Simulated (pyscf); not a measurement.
# Addition across a multiple bond or ene-type step: HN=Zr(Cl)–Cl (SMILES [NH]=[Zr]([Cl])[Cl]) + H₂O (SMILES O) -> H₂N–Zr(OH)(Cl)–Cl (SMILES [NH2][Zr]([OH])([Cl])[Cl])

Gas phase, singlet surface, charge 0. Bonds broken: O6–H7. Bonds formed: N1–H7, Zr2–O6. Single points on ωB97X-D3(BJ)/def2-SVP structures (PySCF, gas phase).

Transition state (Å):

```xyz
8

N     -1.7406    -0.2400    -0.4039
Zr     0.0957    -0.0345    -0.4075
Cl     0.7769     2.2131    -0.0750
Cl     1.2439    -1.2182    -2.1143
H     -2.7311    -0.3193    -0.6106
O     -0.3020    -0.9663     1.4903
H     -1.2862    -0.7277     0.9043
H     -0.2455    -0.6108     2.3854
```

One imaginary mode, 1293i cm⁻¹; descent along it reached the two sides named, in the forms told below.

| bond | change | reactant side (Å) | saddle | product side |
|---|---|---|---|---|
| O6–H7 | breaks | 0.967 | 1.170 | 3.3 |
| N1–H7 | forms | 3.1 | 1.468 | 1.018 |
| Zr2–O6 | forms | 2.246 | 2.151 | 1.896 |

Electronic energies relative to the separated reactants (kcal/mol):

```csv
level,barrier,reaction energy,reverse barrier
ωB97X-D3(BJ)/def2-TZVP,-26.8,-82.3,55.5
PBE/def2-TZVP,-27.2,-76.4,49.1
r²SCAN/def2-TZVP,-28.7,-80.9,52.2
B3LYP-D3(BJ)/def2-TZVP,-25.9,-80.2,54.3
PBE0-D3(BJ)/def2-TZVP,-27.2,-79.4,52.2
M06-2X/def2-TZVP,-25.9,-79.7,53.8
ωB97M-D3(BJ)/def2-TZVP,-24.3,-79.0,54.6
HF/def2-TZVP,-13.6,-80.9,67.4
```

With ωB97M-D3(BJ)/def2-TZVP energies and thermal terms (ideal gas, 1 atm, RRHO with modes under 100 cm⁻¹ raised to 100, one conformer, R ln 2 for chiral ones without a mode under 150 cm⁻¹), in kcal/mol:

```json
[
 {"T (K)": "298", "ΔH‡": "-26.0", "ΔG‡": "-14.8", "ΔH": "-78.0", "ΔG": "-68.1"},
 {"T (K)": "600", "ΔH‡": "-25.8", "ΔG‡": "-3.5", "ΔH": "-76.9", "ΔG": "-58.4"},
 {"T (K)": "900", "ΔH‡": "-25.1", "ΔG‡": "7.6", "ΔH": "-75.8", "ΔG": "-49.4"},
 {"T (K)": "1200", "ΔH‡": "-24.2", "ΔG‡": "18.3", "ΔH": "-74.5", "ΔG": "-40.8"}
]
```

On the reactant side the descent ends in an adduct with a O–Zr contact, 35.6 kcal/mol under the separated species and 8.8 kcal/mol under the saddle at ωB97X-D3(BJ)/def2-TZVP. At ωB97X-D3(BJ)/def2-TZVP, PBE, r²SCAN, B3LYP-D3(BJ), PBE0-D3(BJ), M06-2X, ωB97M-D3(BJ)/def2-TZVP, HF the saddle lies under the separated reactants, which points to a path from their complex (located at ωB97X-D3(BJ) alone). What is counted as formed (O–Zr) is already present as a longer contact in the reactant adduct; forming that adduct is a step of its own. At the saddle there is also a short H–Zr contact that neither side keeps. This is the saddle that the search found; another between the same sides may lie lower. Elements past Kr carry the def2 core potentials, without spin-orbit coupling.
